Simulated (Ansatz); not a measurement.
The input, for Ansatz 0.2.0:

```yaml
crystal:
  periodic: [false, false, false]
  atoms:
    - {symbol: In, position_ang: [0.000000, 0.017034, -0.038458]}
    - {symbol: H, position_ang: [0.000000, -1.726316, -0.276632]}
    - {symbol: H, position_ang: [0.384545, -0.107040, 2.328746]}
    - {symbol: H, position_ang: [-0.384545, -0.107040, 2.328746]}
basis:
  gaussian: {orbitals: def2-TZVPP}
total_charge: 1
magnetization: {spin_polarized: false, initial_magnetization: 3}
correlation: {method: ccsd_t, electrons: outside_noble_gas}
output: {forces: true}
```

```sh
$ ansatz run in.yaml --threads 1 --pin off --events-out ev --progress --plain --max-ram 2393MiB
```

Log:

```
706 factors; integrals over basis functions are off by at most 1.2e-3 eV
mean field evaluation 1: about -5181.0394 eV, gradient 1.1e1 eV
mean field evaluation 2: about -5181.0467 eV, gradient 1.1e1 eV
mean field evaluation 4: about -5182.9668 eV, gradient 2.0e0 eV
mean field evaluation 8: about -5183.0276 eV, gradient 1.6e-1 eV
mean field evaluation 16: about -5183.0202 eV, gradient 7.0e-1 eV
mean field evaluation 32: about -5181.9428 eV, gradient 8.0e-1 eV
mean field evaluation 64: about -5181.8392 eV, gradient 4.4e-1 eV
mean field evaluation 96: about -5183.0279 eV, gradient 2.7e-4 eV
mean field -5183.02790620 eV, -190.4727623704 hartree, gradient 6.4e-6 eV, S^2 3.750000; 4 other end points of the search recorded, 0 dependent functions left out
determinant -5183.02790620 eV, -190.4727623704 hartree, with singles and doubles -5184.47120606 eV, -190.5258026619 hartree
determinant -5181.83612232 eV, -190.4289651208 hartree, with singles and doubles -5183.37060410 eV, -190.4853562861 hartree
9 core orbitals not correlated: weight in the atoms' cores, before any rotation towards them, 0.984 or more for the frozen orbitals, at most 0.012 for the correlated occupied ones
reference -5183.02790620 eV, -190.4727623704 hartree; 4, 1 occupied and 79, 82 virtual orbitals, 706 factors
second order -1.09572859 eV of doubles, -0.00339032 eV of singles
cycle   1  -1.39476574 eV  change   -1.6e-1 eV  update   1.7e-2
cycle   2  -1.40204607 eV  change   -7.3e-3 eV  update   6.3e-3
cycle   3  -1.40588776 eV  change   -3.8e-3 eV  update   3.1e-3
cycle   4  -1.40723116 eV  change   -1.3e-3 eV  update   1.5e-3
cycle   5  -1.40752109 eV  change   -2.9e-4 eV  update   6.8e-4
cycle   6  -1.40746062 eV  change    6.0e-5 eV  update   2.8e-4
cycle   7  -1.40750607 eV  change   -4.5e-5 eV  update   9.4e-5
cycle   8  -1.40753029 eV  change   -2.4e-5 eV  update   3.0e-5
cycle   9  -1.40753296 eV  change   -2.7e-6 eV  update   9.7e-6
cycle  10  -1.40753362 eV  change   -6.7e-7 eV  update   3.5e-6
cycle  11  -1.40753358 eV  change    4.1e-8 eV  update   1.4e-6
cycle  12  -1.40753354 eV  change    4.0e-8 eV  update   5.9e-7
cycle  13  -1.40753352 eV  change    2.4e-8 eV  update   2.0e-7
perturbative correction -0.01228559 eV, -0.0004514870 hartree
the calculation of the forces begins
mean field evaluation 128: about -5183.0224 eV, gradient 5.5e-2 eV
Total energy: -5184.44772531 eV, -190.5249397602 hartree
Atom 0 at     0.000000     0.017034    -0.038458 Å, force    -0.000000     3.570023     0.764280 eV/Å
Atom 1 at     0.000000    -1.726316    -0.276632 Å, force    -0.000000    -3.466970    -0.300731 eV/Å
Atom 2 at     0.384545    -0.107040     2.328746 Å, force     0.157003    -0.051527    -0.231775 eV/Å
Atom 3 at    -0.384545    -0.107040     2.328746 Å, force    -0.157003    -0.051527    -0.231775 eV/Å
Dipole moment:    -0.000000    -0.374834     0.152764 e Å
```

Forces (eV/Å):
```
In   0.000  3.570  0.764
H    0.000 -3.467 -0.301
H    0.157 -0.052 -0.232
H   -0.157 -0.052 -0.232
```

Ran on 1 thread of Intel Xeon, shared host: 37 s wall, 0.69 GiB peak host memory.
